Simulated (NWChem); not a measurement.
dichloromethane (CH₂Cl₂); SMILES ClCCl

```xyz
5

Cl     1.4943     0.0000     0.2157
C      0.0000     0.0000    -0.7601
Cl    -1.4943     0.0000     0.2157
H      0.0000     0.9097    -1.3865
H      0.0000    -0.9097    -1.3865
```
Atoms are numbered in this order, from 1.

Program: NWChem. Pople sets run with spherical d functions. Medium grid unless said otherwise, to which SCAN and Minnesota functionals are sensitive. All runs use the structure optimised with PBE-D3(BJ)/def2-SVP.

For level SCAN/6-31G*:

- highest occupied level (eV): -7.62
- orbital gap (eV): 6.55

### Question
How do the values read with level PBE/6-31G* instead?

### Answer
The highest occupied level (eV) is -7.21 and the orbital gap (eV) comes out as 5.97.
